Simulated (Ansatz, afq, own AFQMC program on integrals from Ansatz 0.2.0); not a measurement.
# H$_{2}$S, triplet in cc-pVTZ, levels against CCSDT(Q)

```csv
atom,x (Å),y (Å),z (Å)
H,0.0000,0.0000,-1.0967
H,0.0000,0.0000,-0.1987
S,0.0000,0.0000,1.2953
```

Basis cc-pVTZ. Only valence electrons are correlated. Integrals, coupled cluster, full CI and functionals: Ansatz 0.2.0; the random walks run on the same integrals in our own AFQMC program. The CISD trial takes its coefficients from CCSD amplitudes. Released means that phaseless walkers are propagated on without the constraint, phases kept. Error bars are statistical, one sigma.

Determinant: UHF, the one that the program's search chose, which needn't be the lowest solution. The geometry is a point of a scan.

No full CI on the walks' own integrals is used here; CCSDT(Q) serves as the reference and is uncertain by about the last step of the cluster series.

Cautions: lower spins were not checked.

- T1 diagnostic: 0.0156
- weight of the determinant in the CISD state: 0.907
- ⟨S²⟩ of the determinant: 2.042
- size of the correlated space: 8 electrons in 57 orbitals

| level | correlation energy (eV) |
| --- | --- |
| MP2 | -4.4336 |
| CCSD | -5.2280 |
| CCSD(T) | -5.4144 |

Q: Estimate where phaseless AFQMC with a CISD trial lies against CCSD(T) on the same integrals.

A: 1.9 ± 0.2 kJ/mol below CCSD(T).

Reference: CCSDT(Q), correlation energy -5.447 eV. The released energy is read at 2.40 1/Eh (meV from the phaseless value at times in 1/Eh: -3.6 ± 2.4 at 0.24, -7.3 ± 1.6 at 0.51, -10.0 ± 2.1 at 0.99, -12.6 ± 2.1 at 1.62, -12.1 ± 2.4 at 2.40).

```tsv
level	E − E(reference) (kJ/mol)	share of correlation (%)
CCSD(T)	3.2	99.40
CCSDT	0.7	99.88
ph-AFQMC/CISD	1.2 ± 0.2	99.77
released AFQMC	0.1 ± 0.2	99.99
```

A walk keeps the symmetry of its determinant, which the program's search chose and which needn't be the lowest solution, so a lower state of the same spin and another symmetry isn't excluded. Released energies are given only where the last usable release times agree within the noise; a slower fall can still hide under it.
